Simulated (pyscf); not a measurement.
Structures and frequencies: ωB97X-D3(BJ)/def2-SVP in PySCF.

Problem. Estimate the classical barrier height and the reaction energy of `[NH2][Al]([NH2])[NH][Al]([NH2])[NH2]` + `[H]` [doublet] → `[NH2][Al]([NH2])[N][Al]([NH2])[NH2]` [doublet] + `[H][H]` at ωB97M-D3(BJ)/def2-TZVP. The step runs on the doublet surface, breaks H–N and forms H–H; take the separated reactants as zero.

Solution. ΔE‡ = 73.1 kJ/mol, ΔE = +42.0 kJ/mol. Zero-point energy shifts the barrier by -3.3 kJ/mol. It is a hydrogen abstraction, with an imaginary mode of 835i cm⁻¹. One saddle was located; it need not be the lowest between these sides. The angle at the transferred H is 159°.
